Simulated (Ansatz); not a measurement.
**Ligand exchange: SiH2(CH3)(NH2) + CH2O2 → SiH2(CH3)(OH) + CH3NO**

Species: SiH2(CH3)(NH2), singlet; CH2O2 (formic acid) `O=CO`, singlet; SiH2(CH3)(OH), singlet; CH3NO (formamide) `NC=O`, singlet. The partners trade NH2 for OH: Si–NH2 and C–OH bonds give way to Si–OH and C–NH2.

Shapes, held fixed at every level: PBE0-D4/def2-TZVP. Flexible molecules stand in one conformer, not always the lowest. Programs: Ansatz 0.2.0. The zero-point and thermal change to 298 K, harmonic and unscaled (PBE0-D4/def2-TZVP), is 0.0 kJ/mol.

Problem. Estimate ΔH(298 K) of this reaction.

Solution. The highest level, CCSD(T)/CBS estimate, gives ΔH(298 K) = -48.7 kJ/mol; the levels span -52.5 to -47.2. The column of differences is taken from that level and isn't an error. No measured value is set beside it here. The CBS estimate extrapolates MP2 from def2-TZVPP and def2-QZVPP and adds CCSD(T) − MP2 in the triple-zeta set, cores frozen.

```json
{"level": "HF/def2-TZVPP", "kind": "Hartree–Fock", "ΔH(298 K) (kJ/mol)": "-52.5", "less CCSD(T)/CBS estimate": "-3.8"}
{"level": "PBE-D4/def2-TZVPP", "kind": "GGA", "ΔH(298 K) (kJ/mol)": "-47.9", "less CCSD(T)/CBS estimate": "+0.8"}
{"level": "r2SCAN0-D4/def2-TZVPP", "kind": "global hybrid", "ΔH(298 K) (kJ/mol)": "-51.5", "less CCSD(T)/CBS estimate": "-2.8"}
{"level": "wB97M-V/def2-TZVPP", "kind": "range-separated hybrid", "ΔH(298 K) (kJ/mol)": "-47.6", "less CCSD(T)/CBS estimate": "+1.1"}
{"level": "MP2/def2-TZVPP", "kind": "perturbation theory", "ΔH(298 K) (kJ/mol)": "-49.1", "less CCSD(T)/CBS estimate": "-0.4"}
{"level": "CCSD/def2-TZVPP", "kind": "coupled cluster or CI", "ΔH(298 K) (kJ/mol)": "-47.2", "less CCSD(T)/CBS estimate": "+1.5"}
{"level": "CCSD(T)/CBS estimate", "kind": "coupled cluster or CI", "ΔH(298 K) (kJ/mol)": "-48.7", "less CCSD(T)/CBS estimate": "0.0"}
```
